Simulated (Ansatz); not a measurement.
Relaxation of H8OSi2 (11 atoms, charge 0, multiplicity 1), to a largest force component of 0.03 eV/Å in at most 50 steps.

Level of theory: RKS PBE/def2-mTZVP (Ansatz 0.2.0).

```xyz
11
Properties=species:S:1:pos:R:3
Si -0.107 0.197 -0.112
H -0.114 0.184 1.365
H 1.311 0.260 -0.578
H -0.782 1.474 -0.523
Si -1.226 -1.680 -0.980
H -1.840 -2.491 0.124
H -2.335 -1.284 -1.911
H -0.278 -2.556 -1.740
O 1.075 -2.085 1.203
H 0.637 -2.924 1.441
H 0.692 -1.431 1.841
```

Q: Where does it end, and by what steps?

A: It converged. The force dipped under the threshold on the way, but the program's further checks kept it going. After 23 steps the energy has fallen by 0.099 eV; H11 moved furthest, 0.96 Å.

```tsv
step	energy less start (eV)	largest force component (eV/Å)	accepted
0	0.0000	0.585	yes
1	-0.0626	0.256	yes
2	-0.0438	0.267	no
3	-0.0764	0.090	yes
4	-0.0815	0.091	yes
5	-0.0795	0.220	no
6	-0.0826	0.075	yes
7	-0.0851	0.143	yes
8	-0.0851	0.322	no
9	-0.0864	0.066	yes
10	-0.0878	0.071	yes
11	-0.0884	0.377	yes
12	-0.0915	0.173	yes
13	-0.0954	0.015	yes
14	-0.0955	0.162	yes
15	-0.0974	0.010	yes
16	-0.0942	0.437	no
17	-0.0979	0.093	yes
18	-0.0981	0.096	yes
19	-0.0984	0.101	yes
20	-0.0988	0.049	yes
21	-0.0991	0.026	yes
22	-0.0960	0.381	no
23	-0.0993	0.024	yes
```

```xyz
11
Properties=species:S:1:pos:R:3
Si -0.175 0.395 -0.221
H -0.233 0.591 1.263
H 1.257 0.411 -0.660
H -0.861 1.570 -0.857
Si -1.242 -1.604 -0.863
H -2.023 -2.199 0.270
H -2.212 -1.352 -1.983
H -0.264 -2.629 -1.354
O 1.005 -2.155 1.335
H 1.224 -3.049 1.013
H 0.558 -2.314 2.188
```

Whether the end is a true minimum wasn't checked by a vibrational analysis.

Time of the run: 13 s on 2 threads of AMD EPYC 9R45 96-Core Processor (Zen 5) (shared host), peak memory 0.15 GiB.
